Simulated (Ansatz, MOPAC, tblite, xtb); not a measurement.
Dissociation curve of LiH, singlet.

Computed with: AM1, restricted, heats of formation (MOPAC); GFN2-xTB, 300 K electronic temperature (tblite); GFN1-xTB (xtb); FCI = full CI/aug-cc-pVDZ, frozen core in Ansatz (an electronic-structure program).

Energies relative to the lowest point of each curve near equilibrium, in kJ/mol; the last columns give the difference from FCI:

```tsv
R / Å	AM1	GFN2-xTB	GFN1-xTB	FCI	AM1 − FCI	GFN2-xTB − FCI	GFN1-xTB − FCI
1.20	140.8	12.4	28.8	88.6	52.3	-76.1	-59.7
1.26	93.9	4.6	14.7	59.8	34.0	-55.2	-45.1
1.34	49.2	0.0	4.2	32.6	16.7	-32.6	-28.3
1.45	13.9	1.3	0.0	10.5	3.4	-9.2	-10.5
1.52	3.4	5.3	1.3	3.3	0.1	1.9	-2.0
1.54	1.8	6.7	2.1	2.1	-0.3	4.7	0.1
1.60	0.0	11.9	5.4	0.0	0.0	11.9	5.4
1.65	1.6	17.0	9.1	0.0	1.6	17.0	9.1
1.69	4.6	21.4	12.6	0.9	3.6	20.4	11.6
1.75	11.4	28.5	18.5	3.7	7.7	24.8	14.8
1.87	31.5	44.0	32.9	12.8	18.7	31.3	20.1
2.00	59.6	61.0	51.5	26.4	33.2	34.6	25.1
2.13	91.3	78.1	71.7	42.3	49.0	35.9	29.4
2.41	161.9	121.9	117.4	79.2	82.7	42.7	38.2
2.62	211.5	155.3	153.3	106.4	105.2	49.0	46.9
2.88	265.6	195.6	199.2	136.9	128.7	58.7	62.2
3.20	320.1	241.6	255.9	168.1	152.0	73.5	87.8
3.54	365.0	284.8	313.5	192.4	172.6	92.4	121.1
3.88	399.2	321.3	365.1	207.8	191.4	113.5	157.3
4.34	433.3	360.0	421.2	218.5	214.8	141.6	202.8
4.73	454.5	—	—	222.4	232.1	—	—
5.58	485.9	—	—	225.1	260.9	—	—
6.40	505.4	—	—	225.5	279.9	—	—
```

AM1 is furthest from FCI at 6.40 (279.9 kJ/mol, above); its mean absolute difference over the points is 88.7 kJ/mol.

GFN2-xTB is furthest from FCI at 4.34 (141.6 kJ/mol, above); its mean absolute difference over the points is 46.3 kJ/mol.

GFN1-xTB is furthest from FCI at 4.34 (202.8 kJ/mol, above); its mean absolute difference over the points is 48.9 kJ/mol.

Dashes: no converged value, or the column stops at the first point that the program doubted or that broke a chosen test of continuity, which isn't proof of a fault.

The restricted form behind AM1 keeps the bonding electrons paired and can't separate into open-shell fragments.
